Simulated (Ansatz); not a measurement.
The first iterations of a band of CH3 + H4Si (9 atoms, charge 0, multiplicity 2).

Computed with UKS revPBE-D4/def2-mTZVP in Ansatz.

- movable images: 6
- climbing image: no
- spring: 5.0 eV/Å²
- optimiser: quadratic models (default)
- start path: through a guess of the saddle point
- force threshold: 0.03 eV/Å
- iteration limit: 60
- end points: relaxed

Initial state:

```xyz
9
Properties=species:S:1:pos:R:3
H 0.425 0.063 0.235
Si 1.746 0.289 0.903
C -2.185 -0.362 -1.130
H 1.739 1.617 1.597
H 1.995 -0.793 1.908
H 2.838 0.273 -0.122
H -1.996 -1.433 -1.163
H -1.860 0.273 -1.951
H -2.703 0.073 -0.277
```

Final state:

```xyz
9
Properties=species:S:1:pos:R:3
H -0.894 -0.159 -0.461
Si 2.023 0.332 1.043
C -1.862 -0.310 -0.960
H 1.957 1.669 1.719
H 2.235 -0.765 2.043
H 3.092 0.314 -0.008
H -2.007 -1.380 -1.158
H -1.875 0.244 -1.908
H -2.669 0.055 -0.311
```

| iteration | highest image above the first end (eV) | largest band force component (eV/Å) |
| --- | --- | --- |
| 1 | 0.327 | 2.896 |
| 2 | 0.154 | 2.216 |
| 3 | 0.162 | 1.264 |
| 4 | 1.065 | 3.063 |
| 5 | 0.241 | 2.031 |
| 6 | 0.190 | 3.984 |
| 7 | 0.126 | 0.716 |
| 8 | 0.126 | 0.173 |

Q: Does the band converge within its limit, and where does its top end?

A: The run converged. It ended after 24 iterations with the highest image 0.124 eV above the first end. No image climbed, so the highest image needn't sit at the top of the path.

Time of the run: 2.8 min on 2 threads of Arm Neoverse V1 (shared host), peak memory 0.13 GiB.
